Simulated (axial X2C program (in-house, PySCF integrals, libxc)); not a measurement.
Low determinants of PH⁺ at the PBE0 level, two-component

Calculated with an in-house relativistic program for diatomic molecules. Two-component (2c) means X2C with spin–orbit coupling and atomic mean-field two-electron Coulomb and Gaunt terms. Basis: P dyall-v3z [8s7p2d1f], H dyall-v3z [6s2p1d] (cores contracted in-house); Gaussian nuclei, density fitting, unrestricted open shells. Masses: P 30.974 u, H 1.008 u.

Search at 1.430 Å (vertical energies from the lowest determinant):

```csv
ΔE (eV),state,electrons beyond evenly filled partner blocks,"electrons in ±ω = 1/2, 3/2, 5/2, 7/2"
0.00,Ω = 1/2,ω = 1/2,13 2 0 0
0.04,Ω = 3/2,ω = 3/2,12 3 0 0
2.40,Ω = 1/2,"2 × ω = -1/2, ω = 3/2",12 3 0 0
3.24,Ω = 5/2,"2 × ω = 1/2, ω = 3/2",12 3 0 0
3.27,Ω = 1/2,ω = 1/2,11 4 0 0
```

Lowest determinant, Ω = 1/2 (⟨Sz⟩ = -0.50, ⟨Lz⟩ = 1.00 at PBE0): Re = 1.438 Å, ωe = 2359.3 cm⁻¹.

The determinant in row 2 of the search, Ω = 3/2 (⟨Sz⟩ = 0.50, ⟨Lz⟩ = 1.00 at PBE0), was followed along the bond at PBE0; measured from the minimum of the lowest determinant it gives:

Te = 0.038 eV (310 cm⁻¹), Re = 1.438 Å, ωe = 2359.5 cm⁻¹.

**Question.** Compare the bond of the determinant in row 2 with that of the lowest one.

**Answer.** At PBE0 its Re is the same within 0.001 Å and its force constant, which goes as ωe², is 1.00 times that of the lowest determinant. T0 ≈ Te + Δωe/2 = 310 + (0) = 310 cm⁻¹.

The search compares states at one distance, so a state with another bond length can lie lower; it is not exhaustive and yields mostly the lowest determinant of each block pattern, so other components and higher states of one pattern are missing. These are energies of single determinants, not of spin-adapted states; PBE0 term energies can be off by some tenths of an eV, and the functional has no current term.
